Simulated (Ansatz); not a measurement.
Structure relaxation of BiPb₂

These are results of DFT PBE, scalar-relativistic, plane waves, PAW in Ansatz 0.2.0, not measurements. Cutoff 420 eV, Γ-centred k mesh, Gaussian smearing, no spin polarisation in the final step.

BiPb₂ was placed on the rutile structure type (P4_2/mnm, No. 136), with Bi in place of Ti, Pb in place of O, at a guessed volume.

```yaml
crystal:
  lattice:
    - [6.73271, 0.00000, 0.00000]
    - [0.00000, 6.73271, 0.00000]
    - [0.00000, 0.00000, 4.33654]
  atoms:
    - { symbol: Bi, position: [0.00000, 0.00000, 0.00000] }
    - { symbol: Bi, position: [0.50000, 0.50000, 0.50000] }
    - { symbol: Pb, position: [0.30600, 0.30600, 0.00000] }
    - { symbol: Pb, position: [0.19400, 0.80600, 0.50000] }
    - { symbol: Pb, position: [0.69400, 0.69400, 0.00000] }
    - { symbol: Pb, position: [0.80600, 0.19400, 0.50000] }
```

Steps on the 4×4×4 mesh (6 atoms). 7 of 7 steps are shown, and the free energy counts from the last. Trial steps that were taken back and renewals of the plane-wave basis can be among the rows.

| step | ΔF (meV/atom) | V (Å³/atom) | P (GPa) | largest force component (eV/Å) |
| --- | --- | --- | --- | --- |
| 1 | 453.8 | 32.76 | 15.51 | 0.852 |
| 2 | 120.2 | 37.43 | 6.33 | 0.040 |
| 3 | 11.1 | 42.26 | 1.33 | 0.025 |
| 4 | 3.9 | 43.79 | 0.20 | 0.018 |
| 5 | 0.7 | 43.79 | 0.35 | 0.018 |
| 6 | 0.1 | 44.31 | 0.04 | 0.010 |
| 7 | 0.0 | 44.31 | 0.04 | 0.010 |

Steps on the 6×6×8 mesh (6 atoms). 11 of 13 steps are shown, and the free energy counts from the last.

```
step  ΔF (meV/atom) V (Å³/atom) P (GPa) largest force component (eV/Å)
   1           13.2        44.31     0.02                           0.012
   2           12.6        44.33     0.00                           0.008
   3           10.3        43.95     0.07                           0.003
   4            8.7        43.97    -0.15                           0.032
   5            3.5        43.20    -0.05                           0.041
   6            7.8        42.07     0.22                           0.150
   8           12.4        42.46     0.21                           0.276
   9            1.7        42.74     0.02                           0.006
  10            0.3        42.74     0.09                           0.006
  11            0.1        42.82     0.01                           0.001
  13            0.0        42.78     0.01                           0.000
```

A final relaxation ran on a 6×6×8 mesh. The relaxed crystal, P4_2/mnm (No. 136):

```cif
data_structure
_symmetry_space_group_name_H-M 'P4_2/mnm'
_symmetry_Int_Tables_number 136
_cell_length_a 6.8092
_cell_length_b 6.8092
_cell_length_c 5.5365
_cell_angle_alpha 90.000
_cell_angle_beta 90.000
_cell_angle_gamma 90.000
_cell_volume 256.70
loop_
_atom_site_label
_atom_site_type_symbol
_atom_site_symmetry_multiplicity
_atom_site_Wyckoff_symbol
_atom_site_fract_x
_atom_site_fract_y
_atom_site_fract_z
_atom_site_occupancy
Bi1 Bi 2 a 0.00000 0.00000 0.00000 1
Pb1 Pb 4 f 0.32264 0.32264 0.00000 1
```

- Volume per atom: 42.78 Å³
- Density: 8.06 g/cm³
- Energy over the elements: 0.36 eV/atom
- Gap on the 6×6×8 mesh: 0 eV (a metal)

Energies over the elements count from the elements' standard structures at the same level, with no empirical corrections.

The final run used a 6×6×8 mesh on its 6-atom cell and 0.10 eV smearing. The k mesh leaves about 4 meV/atom of noise in metals. Spin–orbit coupling is left out.

A structure relaxed within its symmetry needn't be a true minimum.

Cost: 3 runs of about 13 core-minutes in all, on Arm Neoverse V1 (shared hosts).